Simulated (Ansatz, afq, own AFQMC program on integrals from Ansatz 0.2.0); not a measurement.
## P₂H₄, singlet: energetics from AFQMC and coupled cluster

```yaml
atoms:
  - { symbol: P, position_ang: [0.3677, -1.0579, -0.0828] }
  - { symbol: P, position_ang: [-0.3679, 1.0582, 0.0790] }
  - { symbol: H, position_ang: [-0.4999, -1.5307, 0.9515] }
  - { symbol: H, position_ang: [-0.5751, -1.4009, -1.1025] }
  - { symbol: H, position_ang: [0.5053, 1.5335, -0.9496] }
  - { symbol: H, position_ang: [0.5698, 1.3978, 1.1044] }
```

Geometry: a PBE0/def2-SVP stationary point, not shown to be a minimum. Basis def2-TZVP. Only valence electrons are correlated. Integrals, coupled cluster, full CI and functionals: Ansatz 0.2.0; the random walks run on the same integrals in our own AFQMC program. ph-AFQMC/CISD is guided by a CISD state made of CCSD amplitudes; releasing the constraint for a short imaginary time cuts its bias at the price of noise, slowly where states lie close. Error bars are statistical, one sigma.

Best estimates are CCSD(T) at the basis-set limit (def2-TZVPP/QZVPP) plus the step from CCSD(T) to the highest rung at hand in def2-TZVP, named in the table (released AFQMC can keep some 10 meV of bias). Fragments are relaxed and keep their bonds. No zero-point, core-correlation or spin–orbit terms. Other levels are in def2-TZVP; a dash marks a level that is missing or breaks spin symmetry for a member.

Cautions: P₂H₃ (doublet): its ph-AFQMC/CISD value lies 17 ± 6 meV above CCSDT(Q); P₂H₄⁺ (doublet): unrestricted determinant slightly spin contaminated (⟨S²⟩ 0.84 against 0.75), its ph-AFQMC/CISD value lies 20 ± 6 meV above CCSDT(Q).

```
                                     process  r2SCAN (kcal/mol)
P1–H3 → P2H3 (doublet; PH–PH2) + H (doublet)               79.3
  P2–P1 → PH2 (doublet; PH2) + PH2 (doublet)               57.8
            to charge +1, doublet (vertical)              207.0
                               to free atoms              368.3
```

Question: From these values, estimate the best estimates.

Answer: 
```
                                     process  best estimate (kcal/mol)  highest rung
P1–H3 → P2H3 (doublet; PH–PH2) + H (doublet)                      83.3      CCSDT(Q)
  P2–P1 → PH2 (doublet; PH2) + PH2 (doublet)                      61.5      CCSDT(Q)
            to charge +1, doublet (vertical)                     213.5      CCSDT(Q)
                               to free atoms                     370.2      CCSDT(Q)
```

Errors against the best estimates in kcal/mol, in the same order:

```json
{"level": "MP2", "error, 1": "-4.6", "error, 2": "-1.0", "error, 3": "-1.8", "error, 4": "-33.5"}
{"level": "CCSD(T)", "error, 1": "-3.2", "error, 2": "-4.3", "error, 3": "-3.3", "error, 4": "-22.7"}
{"level": "ph-AFQMC/CISD", "error, 1": "-3.1 ± 0.2", "error, 2": "-4.3 ± 0.1", "error, 3": "-3.5 ± 0.2", "error, 4": "-22.5 ± 0.1"}
{"level": "CCSD(T)/CBS", "error, 1": "0.1", "error, 2": "0.0", "error, 3": "0.4", "error, 4": "-0.2"}
{"level": "PBE", "error, 1": "-4.0", "error, 2": "0.1", "error, 3": "-7.6", "error, 4": "0.2"}
{"level": "r2SCAN", "error, 1": "-4.0", "error, 2": "-3.7", "error, 3": "-6.5", "error, 4": "-1.9"}
{"level": "PBE0", "error, 1": "-3.8", "error, 2": "-1.7", "error, 3": "-5.0", "error, 4": "-4.9"}
{"level": "B3LYP", "error, 1": "-2.2", "error, 2": "-5.8", "error, 3": "-4.3", "error, 4": "1.9"}
{"level": "wB97M-V", "error, 1": "0.4", "error, 2": "1.1", "error, 3": "-1.6", "error, 4": "6.4"}
{"level": "B2PLYP", "error, 1": "-2.7", "error, 2": "-4.2", "error, 3": "-5.0", "error, 4": "-7.6"}
```

Cost at the first geometry (cards were shared with other jobs): PBE0/def2-TZVP, 1.8 s on 1 thread of AMD EPYC 7R13 Processor (Zen 3), with other jobs on the host; RCCSD(T)/def2-TZVP, 3 s on 1 × NVIDIA H100 80GB HBM3 with 1 thread of AMD EPYC 7R13 Processor (Zen 3) (shared host); CCSD(T)/def2-QZVPP, 4.6 s on 1 × NVIDIA H100 80GB HBM3 with 1 thread of AMD EPYC 7R13 Processor (Zen 3), with other jobs on the host; CCSDT(Q), 15 s on 1 × NVIDIA H100 80GB HBM3 with 1 thread of AMD EPYC 7R13 Processor (Zen 3), on a shared host; ph-AFQMC/CISD with release, 2.7 min on 1 × NVIDIA H100 80GB HBM3 with 2 threads of AMD EPYC 7R13 Processor (Zen 3) (shared host).

Best estimates are given only where the step beyond CCSD(T) is under 0.3 eV and no member's determinant is very poor (T1 over 0.05, or 0.07 for open shells, ⟨S²⟩ too high by 0.3, two states mixed), so the hardest cases are missing from such tables.

The functionals ran in a triple-zeta set and keep a basis error of their own, a few kJ/mol for each bond in atomization energies and more for double hybrids, so close places among them and the extrapolated levels can swap.

CCSDT and higher add their correlation energy to the determinant of the CCSD(T) run, since their own runs factorise the integrals more tightly (a shift of under 2 meV). Each member of a difference takes its own highest rung, so a best estimate needn't equal the limit plus the step of one row. A walk keeps the symmetry of its determinant, which the program's search chose and which needn't be the lowest solution, so a lower state of the same spin and another symmetry isn't excluded.
